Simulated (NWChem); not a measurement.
# One shape, several levels: BNH2O (SMILES BN=O)

We compute a comparison of 6 runs (HF/STO-3G, HF/3-21G, HF/def2-SVP, BLYP/3-21G, CAM-B3LYP/6-31G**, PBE0/def2-SVP) of BNH2O. 

Program for the calculation: NWChem 7.3.0.

**1. The system as given**

The species is BNH2O (5 atoms), meant as a singlet with charge 0. SMILES: `BN=O`. The shape is that of a GFN2-xTB optimisation.

Bond lengths: B1–N2 1.295 Å, N2–O3 1.192 Å, B1–H4 1.165 Å, B1–H5 1.166 Å. Angles: B1–N2–O3 179.9°, N2–B1–H4 118.8°, N2–B1–H5 118.8°, H4–B1–H5 122.4°.

**2. Energy and gradient at HF/STO-3G (run 1)**

Contents of bh2no.nw:

```
start bh2no
memory 2200 mb

geometry units bohr noautosym nocenter noautoz
   B  -0.57307834  0.72699654 -0.39019065
   N   0.82242771 -1.04326110  0.56113528
   O   2.10464468 -2.67468056  1.43664539
   H  -2.19007919  0.17368473 -1.77921494
   H  -0.16391484  2.81726040  0.17162493
end

basis spherical bse
   * library STO-3G
end

scf
   singlet
   rhf
   thresh 1e-08
   maxiter 80
end

task scf gradient
```

On the command line:

```bash
$ nwchem bh2no.nw > bh2no.out
```

Output:

```text
[...]
  functions       =    17
[...]
  wavefunction    = RHF
[...]
         Total SCF energy =   -153.026979664251
      One-electron energy =   -325.128982706756
      Two-electron energy =    113.489214636491
 Nuclear repulsion energy =     58.612788406014
        Time for solution =      0.3s
[...]
                         RHF ENERGY GRADIENTS
    atom               coordinates                        gradient
                 x          y          z           x          y          z
   1 B      -0.573078   0.726997  -0.390191    0.036533  -0.046857   0.025044
   2 N       0.822428  -1.043261   0.561135    0.005382  -0.006692   0.003689
   3 O       2.104645  -2.674681   1.436645   -0.037536   0.047674  -0.025641
   4 H      -2.190079   0.173685  -1.779215   -0.004018   0.000542  -0.003308
   5 H      -0.163915   2.817260   0.171625   -0.000362   0.005334   0.000215
[...]
```

Run time: 0.96 s. Hardware: 1 thread of Intel Xeon Platinum 8488C (Sapphire Rapids), shared host; peak memory 0.1 GiB.

**3. Energy and gradient at HF/3-21G (run 2)**

Contents of run.py:

```python
from ase import Atoms
from ase.calculators.nwchem import NWChem

molecule = Atoms(['B', 'N', 'O', 'H', 'H'], positions=[
    [-0.303260, 0.384710, -0.206480],
    [0.435210, -0.552070, 0.296940],
    [1.113730, -1.415380, 0.760240],
    [-1.158940, 0.091910, -0.941520],
    [-0.086740, 1.490830, 0.090820],
])

calc = NWChem(
    label='bh2no',
    theory='scf',
    memory='2200 mb',
    basis='3-21G',
    basispar='spherical bse',
    scf={'nopen': '0', 'rhf': None, 'thresh': '1e-08', 'maxiter': '80'},
)
molecule.calc = calc

forces = molecule.get_forces()
e = molecule.get_potential_energy()
print(f"E = {e:.6f} eV")
print("forces (eV/A):")
for s, f in zip(molecule.symbols, forces):
    print(f"{s:2s} {f[0]:10.5f} {f[1]:10.5f} {f[2]:10.5f}")
print("dipole (e A):", molecule.get_dipole_moment().round(4))
```

On the command line:

```bash
$ export ASE_NWCHEM_COMMAND="nwchem PREFIX.nwi > PREFIX.nwo"
$ python run.py
```

Output:

```text
E = -4195.108445 eV
forces (eV/A):
B    -1.90519    2.43905   -1.30396
N     2.20385   -2.81176    1.50353
O    -0.16013    0.20929   -0.10886
H    -0.30663   -0.22754   -0.27382
H     0.16810    0.39096    0.18317
dipole (e A): [-0.1064  0.135  -0.0724]
```

The calculator wrote bh2no.nwi:

```
title "bh2no"

permanent_dir bh2no

scratch_dir bh2no

start bh2no

geometry units angstrom nocenter noautosym noautoz
  B  -3.0325999999999997e-01 3.8471000000000000e-01 -2.0648000000000000e-01
  N  4.3520999999999999e-01 -5.5206999999999995e-01 2.9693999999999998e-01
  O  1.1137300000000001e+00 -1.4153800000000001e+00 7.6024000000000003e-01
  H  -1.1589400000000001e+00 9.1910000000000006e-02 -9.4152000000000002e-01
  H  -8.6739999999999998e-02 1.4908300000000001e+00 9.0819999999999998e-02
end

memory 2200 mb

basis spherical bse noprint
   * library 3-21G
end

scf
  nopen 0
  rhf
  thresh 1e-08
  maxiter 80
end

task scf gradient
```

bh2no.nwo:

```text
Northwest Computational Chemistry Package (NWChem) 7.3.0
             --------------------------------------------------------

           Job information
           ---------------

    nwchem branch   = 7.3.0
    use scalapack   = T
    input           = bh2no.nwi
    prefix          = bh2no.
    data base       = bh2no/bh2no.db
    status          = startup
    nproc           =        1

           Memory information
           ------------------

    heap     =     72089600 doubles =      550.0 Mbytes
    stack    =     72089597 doubles =      550.0 Mbytes
    global   =    144179200 doubles =     1100.0 Mbytes (distinct from heap & stack)
    total    =    288358397 doubles =     2200.0 Mbytes
    verify   = yes
    hardfail = no

[... 127 lines left out ...]
 Convergence threshold     :          1.000E-08
[... 13 lines left out ...]
       Final RHF  results
[... 3 lines left out ...]
      One-electron energy =   -325.310832242279
[... 1 line left out ...]
 Nuclear repulsion energy =     58.612792613406
[... 29 lines left out ...]
                       ROHF Final Molecular Orbital Analysis
[... 206 lines left out ...]
    atom               coordinates                        gradient
                 x          y          z           x          y          z
   1 B      -0.573078   0.726996  -0.390191    0.037050  -0.047432   0.025358
   2 N       0.822428  -1.043261   0.561135   -0.042858   0.054680  -0.029239
   3 O       2.104645  -2.674680   1.436645    0.003114  -0.004070   0.002117
   4 H      -2.190079   0.173685  -1.779215    0.005963   0.004425   0.005325
   5 H      -0.163915   2.817260   0.171625   -0.003269  -0.007603  -0.003562

                 ----------------------------------------
                 |  Time  |  1-e(secs)   |  2-e(secs)   |
                 ----------------------------------------
                 |  CPU   |       0.00   |       0.17   |
                 ----------------------------------------
                 |  WALL  |       0.00   |       0.17   |
                 ----------------------------------------

 Task  times  cpu:        0.6s     wall:        0.6s
 Total times  cpu:        0.6s     wall:        0.6s
```

It took 1.6 s on 1 thread of Intel Xeon Platinum 8488C (Sapphire Rapids), shared host; peak memory 0.1 GiB.

**4. Energy and gradient at HF/def2-SVP (run 3)**

Contents of bh2no.xyz:

```xyz
5
BH2NO
B     -0.303260     0.384710    -0.206480
N      0.435210    -0.552070     0.296940
O      1.113730    -1.415380     0.760240
H     -1.158940     0.091910    -0.941520
H     -0.086740     1.490830     0.090820
```

Contents of bh2no.nw:

```
start bh2no
title "BH2NO"
memory total 2200 mb
geometry noautosym nocenter noautoz
  load format xyz bh2no.xyz
end
basis spherical bse
  * library def2-SVP
end
scf
  thresh 1e-08
  maxiter 80
end
task scf gradient
```

On the command line:

```bash
$ nwchem bh2no.nw > bh2no.out
```

Output:

```text
[...]
  functions       =    52
[...]
  wavefunction    = RHF
[...]
         Total SCF energy =   -154.926221711424
      One-electron energy =   -326.460314743929
      Two-electron energy =    112.921300419099
 Nuclear repulsion energy =     58.612792613406
        Time for solution =      1.8s
[...]
                         RHF ENERGY GRADIENTS
    atom               coordinates                        gradient
                 x          y          z           x          y          z
   1 B      -0.573078   0.726996  -0.390191    0.027793  -0.035671   0.019028
   2 N       0.822428  -1.043261   0.561135   -0.082438   0.105061  -0.056264
   3 O       2.104645  -2.674680   1.436645    0.050586  -0.064469   0.034528
   4 H      -2.190079   0.173685  -1.779215    0.009995   0.007921   0.009022
   5 H      -0.163915   2.817260   0.171625   -0.005936  -0.012842  -0.006315
[...]
```

Run time: 3.3 s. Hardware: 1 thread of Intel Xeon Platinum 8488C (Sapphire Rapids), shared host; peak memory 0.1 GiB.

Runs 4 to 5 aren't shown in full; the table further down has their settings and results.

**5. Energy and gradient at PBE0/def2-SVP (run 6)**

Contents of nw.nw:

```
start nw
title "BH2NO gradient"
memory total 2200 mb

geometry units bohr noautosym nocenter noautoz
  B   -0.57307834   0.72699654  -0.39019065
  N    0.82242771  -1.04326110   0.56113528
  O    2.10464468  -2.67468056   1.43664539
  H   -2.19007919   0.17368473  -1.77921494
  H   -0.16391484   2.81726040   0.17162493
end

basis spherical bse
  * library def2-SVP
end

dft
  xc pbe0
  grid xfine
  convergence energy 1e-08
  iterations 100
  mulliken
  print medium
end

task dft gradient
```

On the command line:

```bash
$ nwchem nw.nw > nw.out
```

Output:

```text
[...]
          Wavefunction type:  closed shell.
          No. of atoms     :     5
          No. of electrons :    22
[...]
          Charge           :     0
          Spin multiplicity:     1
[...]
          AO basis - number of functions:    52
[...]
              XC Information
              --------------
                         PBE0 Method XC Functional
                     Hartree-Fock (Exact) Exchange  0.250
          PerdewBurkeErnzerhof Exchange Functional  0.750
            Perdew 1991 LDA Correlation Functional  1.000 local
           PerdewBurkeErnz. Correlation Functional  1.000 non-local
[...]
 d= 0,ls=0.0,diis     1   -155.5868759382 -2.14D+02  1.51D-02  5.06D-01     0.9
[...]
 d= 0,ls=0.0,diis    10   -155.6412118856 -9.93D-09  6.21D-07  7.62D-10     8.0
         Total DFT energy =     -155.641211885561
      One electron energy =     -326.805860635284
           Coulomb energy =      132.566270795261
    Exchange-Corr. energy =      -20.014410451552
 Nuclear repulsion energy =       58.612788406014
[...]
      Total Density - Mulliken Population Analysis
     ---------------------------------------------
    Atom       Charge   Shell Charges
 -----------   ------   -------------------------------------------------------
    1 B    5     5.20   1.99  0.77  0.17  1.80  0.42  0.06
    2 N    7     6.70   1.99  1.07  0.34  2.34  0.91  0.05
    3 O    8     8.13   1.99  1.13  0.73  2.76  1.50  0.03
    4 H    1     0.98   0.72  0.24  0.02
    5 H    1     0.98   0.72  0.24  0.02
[...]
  wavefunction    = closed shell
                         DFT ENERGY GRADIENTS
    atom               coordinates                        gradient
                 x          y          z           x          y          z
   1 B      -0.573078   0.726997  -0.390191    0.013481  -0.017454   0.009222
   2 N       0.822428  -1.043261   0.561135   -0.048578   0.062027  -0.033171
   3 O       2.104645  -2.674681   1.436645    0.026360  -0.033663   0.018002
   4 H      -2.190079   0.173685  -1.779215    0.014516   0.007768   0.012742
   5 H      -0.163915   2.817260   0.171625   -0.005779  -0.018678  -0.006796
[...]
```

Wall time 11 s (1 thread of Intel Xeon Platinum 8488C (Sapphire Rapids), shared host); peak memory 0.12 GiB.

**6. All runs side by side**

| run | level | iteration cap | module | energy (Eh) | dipole moment (D) | HOMO energy (eV) | LUMO energy (eV) | wall time |
| --- | --- | --- | --- | --- | --- | --- | --- | --- |
| 1 | HF/STO-3G | 80 | scf | -153.026980 | 0.11 | -8.62 | 4.96 | 0.96 s |
| 2 | HF/3-21G | 80 | scf | -154.167393 | 0.90 | -10.93 | 1.68 | 1.6 s |
| 3 | HF/def2-SVP | 80 | scf | -154.926222 | 1.07 | -11.06 | 1.52 | 3.3 s |
| 4 | BLYP/3-21G | 100 | dft | -155.037401 | – | – | – | 6 s |
| 5 | CAM-B3LYP/6-31G** (spherical functions) | 100 | dft | -155.866373 | 0.61 | -8.44 | -1.74 | 17 s |
| 6 | PBE0/def2-SVP | 100 | dft | -155.641212 | 0.62 | -7.20 | -3.20 | 11 s |

**7. Summary of results**

| quantity | value |
| --- | --- |
| run 6: total energy | -155.64121 Eh |
| run 6: dipole moment | 0.62 D |
| run 6: HOMO energy | -7.20 eV |
| run 6: LUMO energy | -3.20 eV |
| run 6: HOMO–LUMO gap | 4.00 eV |
| run 6: largest force on an atom | 4.396 eV/Å |

Over runs 1, 2, 3, 5, 6 the dipole moment (its size) runs from 0.11 D (HF/STO-3G) to 1.07 D (HF/def2-SVP). The two dipoles point in opposite directions. Over runs 1, 2, 3, 5, 6 the HOMO–LUMO gap runs from 4.00 eV (PBE0/def2-SVP) to 13.58 eV (HF/STO-3G). The two ends differ in method and basis. Totals of different functionals can't be ranked against each other. In run 1 the basis is minimal, so the values are rough. All runs together took 40 s, the longest 17 s.
